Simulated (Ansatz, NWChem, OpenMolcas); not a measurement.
## How methods differ on BF2 (SMILES F[B]F)

The species is BF2 (3 atoms), meant as a doublet with charge 0. As SMILES, `F[B]F`. The coordinates come from a PBE0-D4/def2-TZVP relaxation.

```xyz
3

F     0.5131   -1.0443    0.1600
B     0.2790    0.2405    0.1813
F    -0.8029    0.7389   -0.3546
```

Each level gives the vertical ionisation energy (to the singlet cation) (eV). The values are calculated.

```csv
level,kind,program,value (eV),CPU time (all runs)
U-revPBE/cc-pVTZ,GGA,OpenMolcas,10.09,36 s
UM06-L/cc-pVTZ,meta-GGA,OpenMolcas,10.17,56 s
U-r2SCAN0/cc-pVTZ,hybrid meta-GGA,Ansatz,10.59,14 s
UBHLYP/cc-pVTZ,global hybrid,NWChem,10.53,24 s
U-wB97X/cc-pVTZ,range-separated hybrid,Ansatz,10.24,24 s
UPBE-QIDH/cc-pVTZ,double hybrid,Ansatz,10.45,9.3 s
RPA@PBE/cc-pVTZ,RPA,Ansatz,10.43,10 s
UMP2/cc-pVTZ,perturbation theory,NWChem,10.15,62 s
UCCSD/cc-pVTZ,coupled cluster or CI,Ansatz,10.30,1.9 min
FCI/STO-3G,exact in the basis,Ansatz,5.72,1 s
```

The values span 5.72 to 10.59 eV. High-level rows in very small sets aren't better than simpler rows in larger ones. Times are those of the runs behind each value, whatever else they computed, on shared processors of several kinds: orders of magnitude only.
